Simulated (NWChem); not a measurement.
Species: sulfur dioxide (SO$_{2}$); SMILES O=S=O

Results from NWChem. Pople sets run with spherical d functions. STO-3G and 3-21G are far too small for this property and stand as cheap habits. The geometry was optimised at PBE0/def2-SVP. Vertical excitations in the gas phase; the lowest state need not have the same character in each row.

Q: Order these by “lowest excitation, singlet (eV)”, lowest first: PBE0/3-21G, TDA; PBE0/def2-SVP, TDA; PBE0/def2-TZVPD, TDA.

A: PBE0/3-21G, TDA (3.27), PBE0/def2-SVP, TDA (4.00), PBE0/def2-TZVPD, TDA (4.17)
